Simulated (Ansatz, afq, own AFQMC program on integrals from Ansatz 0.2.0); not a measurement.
TiS, triplet in def2-SVP, levels against CCSDT(Q)

```xyz
2

Ti    0.0000    0.0000    0.0000
S     0.0000    0.0000    2.0051
```

Basis def2-SVP. Only valence electrons are correlated. Integrals, coupled cluster, full CI and functionals: Ansatz 0.2.0; the random walks run on the same integrals in our own AFQMC program. The CISD trial takes its coefficients from CCSD amplitudes. Released means that phaseless walkers are propagated on without the constraint, phases kept. Uncertainties: one standard error, sampling alone. The metal's outer-core s and p shells are frozen, which shifts wave-function levels against functionals.

Determinant: ROHF, the one that the program's search chose, which needn't be the lowest solution. The geometry is a PBE0/def2-TZVP stationary point of this or a neighbouring charge and spin state.

No full CI on the walks' own integrals is used here; CCSDT(Q) serves as the reference and is uncertain by about the last step of the cluster series.

Cautions: no relativity below Rb; outer-core shells of the metal frozen; higher spins were not checked; a spin-contaminated unrestricted determinant lies lower (UHF 330 meV lower, ⟨S²⟩ 2.25); strong correlation (T1 0.068, weight of the determinant 0.81, largest double 0.07); (T) is large, 9 % of the CCSD correlation; CCSDT(Q) on the UHF determinant differs (155 meV lower), so the two series follow different states.

```
T1 diagnostic                               : 0.0676
weight of the determinant in the CISD state : 0.810
size of the correlated space                : 10 electrons in 35 orbitals
```

| level | correlation energy (eV) |
| --- | --- |
| MP2 | -5.4198 |
| CCSD | -5.8568 |
| CCSD(T) | -6.3790 |

Question: Estimate where AFQMC with the constraint released lies against CCSD(T) on the same integrals.

Answer: 3.8 ± 1.1 kJ/mol below CCSD(T).

Reference: CCSDT(Q), correlation energy -6.406 eV. The released energy is read at 3.00 1/Eh, later times being too noisy (meV from the phaseless value at times in 1/Eh: -37 ± 9 at 0.60, -50 ± 5 at 1.20, -52 ± 6 at 2.00, -49 ± 11 at 3.00, -36 ± 21 at 4.20).

| level | E − E(reference) (kJ/mol) | share of correlation (%) |
| --- | --- | --- |
| CCSD(T) | 2.6 | 99.58 |
| CCSDT | -2.9 | 100.46 |
| ph-AFQMC/CISD | 3.5 ± 0.5 | 99.43 |
| released AFQMC | -1.2 ± 1.1 | 100.19 |

A walk keeps the symmetry of its determinant, which the program's search chose and which needn't be the lowest solution, so a lower state of the same spin and another symmetry isn't excluded. Released energies are given only where the last usable release times agree within the noise; a slower fall can still hide under it.
